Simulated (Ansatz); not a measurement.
Property card for CsGe

All numbers below come from DFT r2SCAN, scalar-relativistic, plane waves, PAW (Ansatz 0.2.0).

Cutoff 500 eV; k points 8×8×10 on the computed 4-atom cell (Γ-centred); Gaussian smearing, width 0.10 eV; no spin polarisation.

The structure is relaxed at this level of theory with its symmetry kept. Whether it is the stable form of this composition wasn't checked.

```cif
data_structure
_symmetry_space_group_name_H-M 'P 1'
_symmetry_Int_Tables_number 1
_cell_length_a 7.5157
_cell_length_b 7.5157
_cell_length_c 4.0496
_cell_angle_alpha 90.000
_cell_angle_beta 90.000
_cell_angle_gamma 135.389
_cell_volume 160.65
loop_
_atom_site_label
_atom_site_type_symbol
_atom_site_fract_x
_atom_site_fract_y
_atom_site_fract_z
_atom_site_occupancy
Cs1 Cs 0.65130 0.34870 0.75000 1
Cs2 Cs 0.34870 0.65130 0.25000 1
Ge1 Ge 0.94921 0.05079 0.75000 1
Ge2 Ge 0.05079 0.94921 0.25000 1
```

| Quantity | Value |
| --- | --- |
| Space group | Cmcm (No. 63) |
| Volume per atom | 40.16 Å³ |
| Formation energy from the elements' standard states (uncorrected) | -0.172 eV/atom |
| Generalised Kohn–Sham band gap | none (metal) |
| Density of states at the Fermi level | 2.14 states/eV per cell |
| Löwdin character within 0.5 eV of the Fermi level | Ge 4p 78 %, Cs 6s 8 %, unprojected 9 % |
| Bader charges (e) | Cs (2 in the cell) 0.67, Ge (2 in the cell) -0.67 |

Spin-orbit coupling is left out, which matters for the bands of heavy elements.